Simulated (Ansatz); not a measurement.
# PHS (singlet): from Hartree-Fock to the top rungs, cc-pVDZ

One table from this session's results is given with a row withheld; the runs are named, their logs left out.

Computed with Ansatz 0.2.0, Gaussian basis. Level: cc-pVDZ, core rule «outside noble gas», up to 10 orbitals frozen.

To be run: UHF; CCSD(T) on RHF; CCSD(T) on UHF; BCCD(T) on RHF; CISD; CCSDT(Q) on RHF; CCSDT(Q) on UHF; CASSCF and MRCISD+Q, 12 electrons in 9 orbitals; CASSCF and NEVPT2, 12 electrons in 9 orbitals.

12 further runs of the same task are left out: 1 for a mislabelled method, 5 that didn't finish, 6 set aside as unsound or not needed.

**The geometry**

The geometry is a PBE0/def2-TZVP stationary point (not a proven minimum).

3 atoms, charge 0, spin multiplicity 1.

Atoms are counted from 1 here; the program's logs count them from 0.

Bond lengths: P1–S2 1.958 Å, S2–H3 1.372 Å. Angles: P1–S2–H3 106.9°.

As a file:

| atom | x (Å) | y (Å) | z (Å) |
| --- | --- | --- | --- |
| P1 | 0.0000 | 0.0376 | 1.0171 |
| S2 | 0.0000 | -0.0745 | -0.9381 |
| H3 | 0.0000 | 1.2136 | -1.4118 |

Set-up of the first run:

Contents of in.yaml:

```yaml
crystal:
  periodic: [false, false, false]
  atoms:
    - {symbol: P, position_ang: [0.000000, 0.037619, 1.017124]}
    - {symbol: S, position_ang: [0.000000, -0.074487, -0.938131]}
    - {symbol: H, position_ang: [0.000000, 1.213601, -1.411786]}
basis:
  gaussian: {orbitals: cc-pVDZ}
magnetization: {spin_polarized: true, initial_magnetization: 0}
hamiltonian: {xc: hf}
output: {orbitals: {seedname: orbitals}}
```

Launch:

```sh
> ansatz run in.yaml --threads 1 --pin off --events-out ev --progress --plain --max-ram 2393MiB
```

Steps of the session up to this table: UHF; CCSD(T) on RHF; CCSD(T) on UHF; BCCD(T) on RHF; CISD; CCSDT(Q) on RHF; CCSDT(Q) on UHF; CASSCF and MRCISD+Q, 12 electrons in 9 orbitals; CASSCF and NEVPT2, 12 electrons in 9 orbitals.

One of the session's tables, all rows but one given; the rest of the session is left out.

It belongs to the step «Misses and costs». 

| method | from RCCSDT(Q) (meV) |
| --- | --- |
| RHF | +7566.9 |
| UHF | +6997.7 |
| RMP2 | +1235.1 |
| UMP2 | +1203.8 |
| CISD | +1010.9 |
| RCCSD | +327.0 |
| UCCSD | +232.6 |
| RCCSD(T) | +58.2 |
| UCCSD(T) | +1.0 |
| BCCD(T) | +57.1 |
| RCCSDT | +26.0 |
| UCCSDT | -84.9 |
| RCCSDT(Q) | 0 |
| UCCSDT(Q) | ? |
| CASSCF valence | +5831.1 |
| NEVPT2 valence | +1304.7 |
| MRCISD valence | +547.8 |
| MRCISD+Q valence | +43.7 |

**Question.** Estimate the row for UCCSDT(Q).

The run gave: from RCCSDT(Q) (meV): -131.4. In the column «from RCCSDT(Q) (meV)» it is the lowest.

The program flags UCCSDT(Q) as in doubt (see the logs), so those rows may rest on another solution; read them beside their warnings.

Limits of these values: The determinant is far from a pure spin state, so its energy mixes those of several spin states (harmless only where they are near-degenerate, as at dissociation). The program flags UCCSDT(Q) as in doubt, so those rows may rest on another solution; read them beside their warnings. Warnings: restricted reference is unstable; spin contamination; large T1 diagnostic. Restricted and unrestricted rows rest on different reference determinants; where their highest levels disagree by more than a few hundredths of an eV, they describe different states and don't form one ladder.
